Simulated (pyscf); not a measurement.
Structures and frequencies: ωB97X-D3(BJ)/def2-SVP in PySCF.

Problem. H₃Si–O–AsH₂ + H atom (H•) → •H₂Si–O–AsH₂ + hydrogen (H₂)
Surface: doublet. Broken: H–Si. Formed: H–H. Give ΔE‡ and ΔE from ωB97M-D3(BJ)/def2-TZVP, relative to the separated reactants.

Solution. ΔE‡ = 0.27 eV, ΔE = -0.39 eV. Zero-point energy shifts the barrier by -0.04 eV. It is a hydrogen abstraction, with an imaginary mode of 967i cm⁻¹. H₃Si–O–AsH₂ lies 0.46 eV over its isomer HO–SiH₂–AsH₂, and others may lie lower still (electronic energy, ωB97M-D3(BJ)). •H₂Si–O–AsH₂ lies 1.08 eV over its isomer H₃Si–O–AsH•, and others may lie lower still (electronic energy, ωB97M-D3(BJ)). One saddle was located; it need not be the lowest between these sides. The angle at the transferred H is 175°. Elements up to Kr have no core potential and no relativistic terms here.
